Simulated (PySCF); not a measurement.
Point groups of optimised structures. Theory: PBE0-D3(BJ)/def2-SVP geometry optimisation, gas phase (PySCF). The symmetry is that of the one conformer found, every atom within 0.08 Å of its image; none is proved a minimum here. The geometries of the anions come from a basis without diffuse functions.

(1) `[CH:1]#[C:2][c:3]1[cH:4][cH:5][c:6]([NH2:7])[cH:8][cH:9]1`: symmetry, top, dipole?

(2) Point group, rotor type and polarity of `[OH][Cu-2]([OH])([F])[F]` (trans-[Cu(OH)2F2]2-) [radical]?

(3) Point group, rotor type and polarity of `[cH:1]1[cH:2][cH:3][n:4]2[cH:5][cH:6][cH:7][c:8]2[cH:9]1`?

(4) What symmetry has oxygen (`O=O`) [triplet]?

(5) What symmetry has diaminoborane, `NBN`?

(6) What symmetry has `CC(C)(C)C#N`?

(7) `[CH2:1]=[CH:2][CH2:3]/[CH:4]=[N:5]/[CH3:6]` with C1–C2–C3–C4 -116°, C2–C3–C4–N5 -117°: symmetry, top, dipole?

Answers

(1) Cs; near-prolate asymmetric top; symmetry number 1; 2 operations, which sort the 16 atoms into 11 sets; dipole 3.16 D, in the ac plane, which is the mirror; A, B, C = 5615, 982.7, 836.7 MHz; heavy atoms equivalent by symmetry: C4/C9, C5/C8.

(2) C2; asymmetric top; symmetry number 2; 2 operations, which sort the 7 atoms into 4 sets; this conformer is chiral (no improper operation); dipole about the centre of mass 0.26 D, along c, the twofold axis; A, B, C = 4303, 3080, 1849 MHz.

(3) Cs; asymmetric top; symmetry number 1; 2 operations, which sort the 16 atoms into 16 sets; dipole 1.20 D, in the ab plane, which is the mirror; A, B, C = 3956, 1685, 1182 MHz; heavy atoms equivalent by symmetry: none.

(4) D∞h; linear; symmetry number 2; dipole forbidden by symmetry (computed 0.00 D).

(5) C2v; near-prolate asymmetric top; symmetry number 2; 4 operations, which sort the 8 atoms into 5 sets; dipole 1.56 D, along b, the twofold axis.

(6) C3v; prolate symmetric top; symmetry number 3; 6 operations, which sort the 15 atoms into 6 sets; dipole 3.93 D, along the axis; A, B, C = 4529, 2760, 2759 MHz.

(7) C1; near-prolate asymmetric top; symmetry number 1; this conformer is chiral (no improper operation); dipole 1.20 D; A, B, C = 14335, 1426, 1389 MHz.

For an open-shell metal species like this, the optimisation's SCF solution wasn't tested for stability and no frequencies at its level were run, so a lower state or another shape may exist.
